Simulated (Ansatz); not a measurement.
A run on C₃H₅Cl, SMILES `C=C(C)Cl` with other settings.

```yaml
crystal:
  periodic: [false, false, false]
  atoms:
    - {symbol: C, position_ang: [-0.221748, 1.297078, -0.475943]}
    - {symbol: C, position_ang: [-0.180831, -0.024776, -0.429219]}
    - {symbol: C, position_ang: [0.333279, -0.852168, 0.693424]}
    - {symbol: Cl, position_ang: [-0.767903, -0.957003, -1.775297]}
    - {symbol: H, position_ang: [-0.612281, 1.829563, -1.332269]}
    - {symbol: H, position_ang: [0.145188, 1.872909, 0.365224]}
    - {symbol: H, position_ang: [-0.449824, -1.512193, 1.074868]}
    - {symbol: H, position_ang: [1.157498, -1.486487, 0.357710]}
    - {symbol: H, position_ang: [0.684921, -0.213224, 1.504403]}
basis:
  gaussian: {orbitals: aug-cc-pVTZ, final_grid: {core_spheres: 5, valence_spheres: 4, degree: 11}}
hamiltonian: {xc: {name: revPBE0}}
output: {forces: true}
```

```sh
$ ansatz run in.yaml --threads 4 --pin off --events-out ev --progress --plain --max-ram 10444MiB
```

Output, abridged:

```
Functional definition: revPBE0
1287 factors; their error is unknown
mean field evaluation 1: about -15703.5284 eV, gradient 6.4e1 eV
mean field evaluation 2: about -15697.8286 eV, gradient 7.6e1 eV
mean field evaluation 4: about -15713.1452 eV, gradient 5.1e0 eV
mean field evaluation 8: about -15713.2054 eV, gradient 1.8e0 eV
mean field evaluation 16: about -15713.2106 eV, gradient 1.5e-3 eV
mean field -15713.21060834 eV, -577.4498390600 hartree, gradient 3.2e-5 eV, S^2 0.000000; 0 other end points of the search recorded, 0 dependent functions left out
reference -15713.21066510 eV, -577.4498411456 hartree; 20, 20 occupied and 283, 283 virtual orbitals, 1287 factors
Total energy: -15713.21066510 eV, -577.4498411456 hartree
Atom 0 at    -0.221748     1.297078    -0.475943 Å, force    -0.007387     0.305829    -0.005514 eV/Å
Atom 1 at    -0.180831    -0.024776    -0.429219 Å, force     0.041294    -0.046190     0.090554 eV/Å
Atom 2 at     0.333279    -0.852168     0.693424 Å, force    -0.018787    -0.002250    -0.045281 eV/Å
Atom 3 at    -0.767903    -0.957003    -1.775297 Å, force    -0.078098    -0.140713    -0.180168 eV/Å
Atom 4 at    -0.612281     1.829563    -1.332269 Å, force    -0.010658     0.042430    -0.022183 eV/Å
Atom 5 at     0.145188     1.872909     0.365224 Å, force     0.005306    -0.075886     0.009323 eV/Å
Atom 6 at    -0.449824    -1.512193     1.074868 Å, force     0.004042    -0.029595     0.085421 eV/Å
Atom 7 at     1.157498    -1.486487     0.357710 Å, force     0.060559    -0.029140     0.059409 eV/Å
Atom 8 at     0.684921    -0.213224     1.504403 Å, force     0.003728    -0.024485     0.008440 eV/Å
Dipole moment:     0.132653     0.108169     0.300603 e Å
```

Run time 3.2 s (4 threads of an Arm Neoverse V2 on a shared host); peak host memory 0.96 GiB.
